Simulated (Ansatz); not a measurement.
**[AlMeH3]- (CH6Al−): the relaxed shape and its frontier levels**

What does [AlMeH3]- (CH6Al−) look like as a singlet, and where do its frontier electrons sit?

Method: RKS PBE0-D4/def2-TZVPD; program: Ansatz 0.2.0, Gaussian basis.

Plan: relaxation at B3LYP-D4/def2-TZVPD; a search for the lowest solution at PBE0-D4/def2-SVP; a single point at PBE0-D4/def2-TZVPD.

## 1. The starting structure

8 atoms, charge -1, spin multiplicity 1.

Atoms are counted from 1 here; the program's logs count them from 0.

Bond lengths: Al1–C2 2.049 Å, Al1–H6 1.625 Å, Al1–H7 1.624 Å, Al1–H8 1.626 Å, C2–H3 1.100 Å, C2–H4 1.101 Å, C2–H5 1.101 Å. Angles: C2–Al1–H6 109.4°, C2–Al1–H7 109.4°, C2–Al1–H8 109.5°, H6–Al1–H7 109.5°, H6–Al1–H8 109.5°, H7–Al1–H8 109.5°, Al1–C2–H3 113.7°, Al1–C2–H4 113.4°, Al1–C2–H5 113.6°, H3–C2–H4 105.1°, H3–C2–H5 105.1°, H4–C2–H5 105.0°.

As a file:

```
Al   -0.0029    0.0032   -0.9866
C     0.0013   -0.0042    1.0626
H    -1.0028    0.0603    1.5075
H     0.5637    0.8340    1.5018
H     0.4501   -0.9092    1.4991
H     1.5289   -0.0149   -1.5301
H    -0.7504    1.3420   -1.5208
H    -0.7877   -1.3111   -1.5335
```

The ion is computed in the gas phase, without counter-ions or solvent.

The start is a GFN2-xTB geometry.

## 2. Relaxation at B3LYP-D4/def2-TZVPD

The input, in.yaml:

```yaml
crystal:
  periodic: [false, false, false]
  atoms:
    - {symbol: Al, position_ang: [-0.002930, 0.003230, -0.986600]}
    - {symbol: C, position_ang: [0.001260, -0.004150, 1.062630]}
    - {symbol: H, position_ang: [-1.002810, 0.060270, 1.507470]}
    - {symbol: H, position_ang: [0.563690, 0.833970, 1.501810]}
    - {symbol: H, position_ang: [0.450090, -0.909220, 1.499150]}
    - {symbol: H, position_ang: [1.528860, -0.014950, -1.530090]}
    - {symbol: H, position_ang: [-0.750450, 1.341990, -1.520820]}
    - {symbol: H, position_ang: [-0.787700, -1.311140, -1.533550]}
basis:
  gaussian: {orbitals: def2-TZVPD}
total_charge: -1
hamiltonian: {xc: {name: B3LYP}, dispersion: d4}
scf: {lower_state_search: "off"}
output: {orbitals: {seedname: orbitals}}
relax: {f_tol: 0.02, max_steps: 100}
```

Command:

```sh
$ ansatz run in.yaml --threads 4 --pin off --events-out ev --progress --plain --max-ram 3916MiB
```

After this run come: Searching for the lowest solution, PBE0-D4/def2-SVP; Single point, PBE0-D4/def2-TZVPD.

Q: Predict the results of all the runs planned. Wanted: point group; commonest bond, hydrogen aside; HOMO, LUMO at PBE0-D4/def2-TZVPD.

The runs gave:

| quantity | value |
| --- | --- |
| point group | C3v |
| commonest bond, hydrogen aside | Al–C, 1 of mean length 2.029 Å |
| HOMO, LUMO at PBE0-D4/def2-TZVPD | -2.27, 3.92 eV |

In words: The molecule keeps its bonding pattern by the stored test; the atoms moved 0.03 Å (rms). No usable vibrations, so a minimum isn't proven. The HOMO lies nearest to H7 53 %; H6 32 % and the LUMO to 4 H atoms about 17 % each; H7, H8 about 14 % each.
